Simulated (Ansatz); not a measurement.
fcc Cu was calculated with PBEsol in Ansatz (PAW).

A relaxed, unreconstructed slab of the (311) face has 11 atoms, two equal faces of 10.529 Å² each and an energy of -72473.9671 eV. A bulk cell of 11 atoms with the same orientation and in-plane k mesh has -72476.5307 eV. Energies are extrapolated to zero smearing.

Numerical settings: plane-wave cutoff 500 eV, 22×22×1 k mesh (along the axes of the cell as run), Fermi–Dirac smearing 0.1 eV, scalar-relativistic PAW data made under PBE.

Worked out: γ = (E_slab − N E_bulk per atom)/2A = [-72473.9671 − 11 × (-72476.5307/11)]/(2 × 10.529) = 0.1217 eV/Å². With 16.022 J/m² per eV/Å² this is 1.95 J/m², or 1.28 eV per surface cell and face.

Ansatz is a first-principles code.
